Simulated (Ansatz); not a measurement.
Input for Ansatz (a program for electronic structure): R-wB97M-V/def2-TZVPPD on CH6O2 (a complex). Files ending in .json are basis or fitting sets from the Basis Set Exchange.

Ansatz 0.2 input:
```yaml
crystal:
  periodic: [false, false, false]
  atoms:
    - {symbol: O, position_ang: [-1.88574388, 0.07873905, 0.13466399]}
    - {symbol: H, position_ang: [-2.30242088, 0.87761205, 0.46043399]}
    - {symbol: H, position_ang: [-0.95671688, 0.18949605, 0.37561299]}
    - {symbol: O, position_ang: [0.80436412, 0.17634505, 0.50949499]}
    - {symbol: H, position_ang: [1.17234712, -0.39573295, 1.18702299]}
    - {symbol: C, position_ang: [1.26936912, -0.29528495, -0.75266401]}
    - {symbol: H, position_ang: [0.83855212, 0.35580905, -1.50577801]}
    - {symbol: H, position_ang: [2.35533312, -0.24449195, -0.82697601]}
    - {symbol: H, position_ang: [0.94102612, -1.31515495, -0.95174501]}
basis:
  gaussian:
    orbitals: def2-TZVPPD.json
hamiltonian:
  xc: {name: wB97M-V}
scf: {lower_state_search: off}
```

The log:

```
WARN ansatz: RAYON_NUM_THREADS=1 ignored (pool sized by the plan → 1); use --threads N
Functional definition: wB97M-V
these checks for a lower state are left out or cut short: stability, starts, cluster_reference, orbital_swaps, neighbouring_geometries, increment
integrals: 0.12 GiB planned
896 factors; their error is unknown
integrals: 0.16 GiB planned
307 factors; integrals over basis functions are off by at most 2.7e-5 eV
mean field: 1.24 GiB planned
mean field evaluation 1: about -5223.4186 eV, gradient 5.8e1 eV
mean field evaluation 2: about -5223.2979 eV, gradient 6.1e1 eV
mean field evaluation 4: about -5229.0567 eV, gradient 1.4e0 eV
mean field evaluation 8: about -5229.0671 eV, gradient 4.6e-2 eV
mean field evaluation 16: about -5229.0558 eV, gradient 1.5e-5 eV
mean field -5229.05583244 eV, -192.1642574608 hartree, gradient 3.8e-6 eV, S^2 0.000000; 0 other end points of the search recorded, 0 dependent functions left out
reference -5229.05589459 eV, -192.1642597448 hartree; 14, 14 occupied and 205, 205 virtual orbitals, 896 factors
Total energy: -5229.05589459 eV, -192.1642597448 hartree
Checks for a lower state left out: stability, starts, cluster_reference, orbital_swaps, neighbouring_geometries, increment
```

Self-consistency was reached.

Cost: roughly 7 core-seconds.
